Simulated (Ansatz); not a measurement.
Counterpoise correction, worked out

The pair of H2S (SMILES S, atoms 1–3) and C2H2 (SMILES C#C, atoms 4–7), both closed shells, in one local arrangement (a lower one may exist), relaxed at PBE0-D4/def2-TZVP:

```tsv
atom	x (Å)	y (Å)	z (Å)
S1	-0.7872	0.0318	-2.4374
H2	0.3577	0.6942	-2.6639
H3	-0.1775	-1.1610	-2.5154
C4	-0.0366	0.1176	1.3369
C5	0.3396	0.1002	2.4740
H6	-0.3671	0.1316	0.3201
H7	0.6709	0.0856	3.4857
```

Program: Ansatz 0.2.0. Basis: def2-TZVPPD. Cores are frozen in the correlated methods.

CCSD(T) total energies in eV:

| system | geometry | basis functions | energy |
| --- | --- | --- | --- |
| pair | pair | all | -12956.04846 |
| H2S | as in the pair | all (partner as ghosts) | -10855.54372 |
| C2H2 | as in the pair | all (partner as ghosts) | -2100.44609 |
| H2S | as in the pair | its own | -10855.52971 |
| C2H2 | as in the pair | its own | -2100.44290 |
| H2S | free (PBE0-D4 minimum) | its own | -10855.52983 |
| C2H2 | free (PBE0-D4 minimum) | its own | -2100.44219 |

(1) Work out the interaction energy with and without the counterpoise correction, the superposition error, and the binding energy from the relaxed fragments.

No T1 diagnostic of these runs exceeds 0.014.

Results:

(1) Without correction: -12956.04846 − (-10855.52971) − (-2100.44290) = -0.07585 eV.
With correction (each fragment in the whole basis): -12956.04846 − (-10855.54372) − (-2100.44609) = -0.05865 eV = -1.35 kcal/mol.
The superposition error is the difference, 0.01720 eV, 23 % of the uncorrected value: each fragment borrows its partner's functions.
Deformation from the free shapes: 0.00012 eV for H2S and -0.00071 eV for C2H2 (a small negative value is possible, since the free shapes are minima of another method).
Binding energy from relaxed fragments: -0.05865 + 0.00012 + (-0.00071) = -0.05924 eV = -1.37 kcal/mol (electronic, without zero-point energy; negative means bound). For comparison, the corrected interaction energy by CCSD(T) at an estimated basis limit (MP2 extrapolated from triple and quadruple zeta, plus CCSD(T) − MP2 in triple zeta) is -0.067 eV; triple zeta with the correction binds less.

For scale, one of the runs: CCSD(T)/def2-TZVPPD, 193 basis functions, launched by `ansatz run in.yaml --threads 2 --pin off --events-out ev --progress --plain --max-ram 5222MiB`. Hardware: 2 CPU threads of an Arm Neoverse V1, shared host. Wall time 32 s; peak host memory 2.1 GiB.
